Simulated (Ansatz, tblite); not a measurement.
# The cluster Si₂H₄: charged states by level of theory

One table from this session's results is given with a row withheld; the runs are named, their logs left out.

Method: as each input shows; program: Ansatz 0.2.0, Gaussian basis.

The runs, in order: charge +1 doublet, at the geometry of the singlet (PBE0-D4/def2-TZVP, PBE-D4/def2-TZVP, r2SCAN-D4/def2-TZVP, CCSD(T)/def2-TZVPP); charge -1 doublet, at the geometry of the singlet (PBE0-D4/def2-TZVPD, PBE-D4/def2-TZVPD, r2SCAN-D4/def2-TZVPD, CCSD(T)/def2-TZVPD); charge -1 doublet, relaxed (PBE0-D4/def2-TZVPD, PBE-D4/def2-TZVPD); the starting singlet's energies come from earlier runs.

### The structure

The singlet was relaxed beforehand with PBE-D4/def2-TZVP. At that level it is the lowest of the isomers that a small search found.

6 atoms, charge 0, spin multiplicity 1.

Atoms are counted from 1 here; the program's logs count them from 0.

Bond lengths: Si1–Si2 2.174 Å, Si1–H4 1.493 Å, Si1–H6 1.493 Å, Si2–H3 1.493 Å, Si2–H5 1.493 Å. Angles: Si2–Si1–H4 118.7°, Si2–Si1–H6 118.7°, H4–Si1–H6 112.3°, Si1–Si2–H3 118.7°, Si1–Si2–H5 118.7°, H3–Si2–H5 112.3°.

Coordinates:

```tsv
atom	x (Å)	y (Å)	z (Å)
Si1	0.0280	-0.2896	-1.0473
Si2	-0.0282	0.2895	1.0471
H3	0.7222	-0.5363	2.0395
H4	-0.7216	0.5371	-2.0396
H5	-1.3029	0.8292	1.6075
H6	1.3025	-0.8299	-1.6072
```

The first run:

in.yaml

```yaml
crystal:
  periodic: [false, false, false]
  atoms:
    - {symbol: Si, position_ang: [0.027956, -0.289582, -1.047271]}
    - {symbol: Si, position_ang: [-0.028242, 0.289499, 1.047102]}
    - {symbol: H, position_ang: [0.722238, -0.536333, 2.039470]}
    - {symbol: H, position_ang: [-0.721647, 0.537072, -2.039637]}
    - {symbol: H, position_ang: [-1.302864, 0.829217, 1.607532]}
    - {symbol: H, position_ang: [1.302549, -0.829864, -1.607196]}
basis:
  gaussian: {orbitals: def2-TZVP}
total_charge: 1
magnetization: {spin_polarized: true, initial_magnetization: 1}
hamiltonian: {xc: pbe0, dispersion: d4}
output: {orbitals: {seedname: orbitals}}
```

Started as:

```console
ansatz run in.yaml --threads 4 --pin off --events-out ev --progress --plain --max-ram 3916MiB
```

Among the steps run: Charge +1 doublet at the fixed geometry, PBE0-D4/def2-TZVP; Charge +1 doublet at the fixed geometry, PBE-D4/def2-TZVP; Charge +1 doublet at the fixed geometry, r2SCAN-D4/def2-TZVP; Charge +1 doublet at the fixed geometry, CCSD(T)/def2-TZVPP; Charge -1 doublet at the fixed geometry, PBE0-D4/def2-TZVPD; Charge -1 doublet at the fixed geometry, PBE-D4/def2-TZVPD; Charge -1 doublet at the fixed geometry, r2SCAN-D4/def2-TZVPD; Charge -1 doublet at the fixed geometry, CCSD(T)/def2-TZVPD.

One of the session's tables, all rows but one given; the rest of the session is left out.

It belongs to the step «Vertical electron affinity». 

```
              method  vertical electron affinity (eV)
       HF/def2-TZVPD                             0.04
   PBE-D4/def2-TZVPD                             0.56
r2SCAN-D4/def2-TZVPD                             0.61
  PBE0-D4/def2-TZVPD                             0.61
      MP2/def2-TZVPD                                ?
     CCSD/def2-TZVPD                             0.33
  CCSD(T)/def2-TZVPD                             0.32
```

Estimate the missing values for MP2/def2-TZVPD.

**Answer.** vertical electron affinity (eV): 0.28. In the column «vertical electron affinity (eV)» it lies between HF/def2-TZVPD (0.04) and CCSD(T)/def2-TZVPD (0.32).

Caveats from the session: The closed-shell reference under CCSD(T)/def2-TZVPD is unstable towards broken spin symmetry, which adds to the doubt on it. The anion's highest level is positive in at least one run, so there the basis alone may hold the extra electron.
